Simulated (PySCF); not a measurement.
**Running PySCF for Al2⁻**

File input.py (PySCF 2.14):

```python
from pyscf import gto, scf, cc

mol = gto.M(
    atom='Al 0 0 0; Al 0 0 2.51',
    basis='def2-svp',
    charge=-1,
    spin=3,
    symmetry=True,
    verbose=4,
)
mf = scf.UHF(mol)
mf.kernel()
mycc = cc.CCSD(mf)
mycc.kernel()
mycc.ccsd_t()
mf.dip_moment()
print('orbital energies (hartree):', [e[max(0, n-3):n+3].round(4) for e, n in zip(mf.mo_energy, mol.nelec)])
```

```bash
$ OMP_NUM_THREADS=1 python input.py
```

It prints (some set-up lines and the per-cycle HOMO/LUMO lines with their warnings removed):

```
PySCF version 2.14.0

[INPUT] Symbol           X                Y                Z      unit          X                Y                Z       unit  Magmom
[INPUT]  1 Al     0.000000000000   0.000000000000   0.000000000000 AA    0.000000000000   0.000000000000   0.000000000000 Bohr   0.0
[INPUT]  2 Al     0.000000000000   0.000000000000   2.510000000000 AA    0.000000000000   0.000000000000   4.743212572658 Bohr   0.0

nuclear repulsion = 35.6298600181195
point group symmetry = Dooh
symmetry origin: [0.         0.         2.37160629]
symmetry axis x: [1. 0. 0.]
symmetry axis y: [0. 1. 0.]
symmetry axis z: [0. 0. 1.]
num. orbitals of irrep A1g = 8
num. orbitals of irrep E1gx = 4
num. orbitals of irrep E1gy = 4
num. orbitals of irrep A1u = 8
num. orbitals of irrep E1uy = 4
num. orbitals of irrep E1ux = 4
num. orbitals of irrep E2gx = 1
num. orbitals of irrep E2gy = 1
num. orbitals of irrep E2uy = 1
num. orbitals of irrep E2ux = 1
number of shells = 16
number of NR pGTOs = 72
number of NR cGTOs = 36
basis = def2-svp
ecp = {}

******** <class 'pyscf.scf.uhf_symm.SymAdaptedUHF'> ********
method = SymAdaptedUHF
initial guess = minao
damping factor = 0
level_shift factor = 0
DIIS = <class 'pyscf.scf.diis.CDIIS'>
SCF conv_tol = 1e-09
SCF max_cycles = 50
number electrons alpha = 15  beta = 12
Freeze 0 electrons in irreps []
    27 free electrons in irreps A1g E1gx E1gy A1u E1uy E1ux E2gx E2gy E2uy E2ux
init E= -483.539959777767

cycle= 1 E= -483.618943222023  delta_E= -0.079  |g|= 0.0717  |ddm|=  1.2
cycle= 2 E= -483.629952725669  delta_E= -0.011  |g|= 0.0274  |ddm|= 0.413
cycle= 3 E= -483.631670999603  delta_E= -0.00172  |g|= 0.00752  |ddm|= 0.141
cycle= 4 E= -483.631823330691  delta_E= -0.000152  |g|= 0.00279  |ddm|= 0.04
cycle= 5 E= -483.631850747876  delta_E= -2.74e-05  |g|= 0.00102  |ddm|= 0.0117
cycle= 6 E= -483.631855850157  delta_E= -5.1e-06  |g|= 0.000399  |ddm|= 0.00605
cycle= 7 E= -483.631856801443  delta_E= -9.51e-07  |g|= 0.000108  |ddm|= 0.00496
cycle= 8 E= -483.631856860982  delta_E= -5.95e-08  |g|= 1.2e-05  |ddm|= 0.00206
cycle= 9 E= -483.631856861422  delta_E= -4.4e-10  |g|= 1.76e-06  |ddm|= 0.000233
Extra cycle  E= -483.631856861429  delta_E= -7.5e-12  |g|= 7.45e-07  |ddm|= 1.24e-05
converged SCF energy = -483.631856861429  <S^2> = 3.7613586  2S+1 = 4.0056753

******** <class 'pyscf.cc.uccsd.UCCSD'> ********
CC2 = 0
CCSD nocc = (np.int64(15), np.int64(12)), nmo = (36, 36)
max_cycle = 50
direct = 0
conv_tol = 1e-07
conv_tol_normt = 1e-06
Init t2, MP2 energy = -0.106313758113902
Init E_corr(UCCSD) = -0.106313758114911
cycle = 1  E_corr(UCCSD) = -0.122767488438639  dE = -0.0164537303  norm(t1,t2) = 0.0840818
cycle = 2  E_corr(UCCSD) = -0.128085570503962  dE = -0.00531808207  norm(t1,t2) = 0.0330414
cycle = 3  E_corr(UCCSD) = -0.131125175082547  dE = -0.00303960458  norm(t1,t2) = 0.0161351
cycle = 4  E_corr(UCCSD) = -0.131194425728294  dE = -6.92506457e-05  norm(t1,t2) = 0.00396597
cycle = 5  E_corr(UCCSD) = -0.131151391503714  dE = 4.30342246e-05  norm(t1,t2) = 0.00187244
cycle = 6  E_corr(UCCSD) = -0.13116706247342  dE = -1.56709697e-05  norm(t1,t2) = 0.000638441
cycle = 7  E_corr(UCCSD) = -0.13116274344254  dE = 4.31903088e-06  norm(t1,t2) = 0.000160315
cycle = 8  E_corr(UCCSD) = -0.131163651399305  dE = -9.07956765e-07  norm(t1,t2) = 4.06e-05
cycle = 9  E_corr(UCCSD) = -0.13116415332083  dE = -5.01921525e-07  norm(t1,t2) = 1.47809e-05
cycle = 10  E_corr(UCCSD) = -0.131163782789604  dE = 3.70531225e-07  norm(t1,t2) = 4.85335e-06
cycle = 11  E_corr(UCCSD) = -0.13116370744232  dE = 7.5347284e-08  norm(t1,t2) = 1.3563e-06
cycle = 12  E_corr(UCCSD) = -0.131163713635699  dE = -6.19337917e-09  norm(t1,t2) = 4.52525e-07
UCCSD converged
E(UCCSD) = -483.7630205750652  E_corr = -0.1311637136356994
UCCSD(T) correction = -0.00688574251498168

WARN: System has nonzero charge -1; the dipole moment is origin-dependent.
Location of origin: [0. 0. 0.]

Dipole moment(X, Y, Z, Debye):  0.00000,  0.00000, -6.02802
orbital energies (hartree): [array([-0.0599, -0.0477, -0.0477,  0.2119,  0.2119,  0.3271]), array([-2.9976, -0.2237, -0.0899,  0.2092,  0.2098,  0.2098])]
```

In short: E(SCF) = -483.631857 Eh, 9 cycles, E(CCSD) − E(SCF) = -0.13116 Eh, (T) = -0.00689 Eh, ⟨S²⟩ = 3.761.

It ran on Intel Xeon 6975P-C (1 thread, shared host) in 3.7 s.

The basis has no diffuse functions, which an anion needs. The bond length is a typed value, not an optimised one. The dipole of an ion depends on the origin. No search for the lowest solution was made.
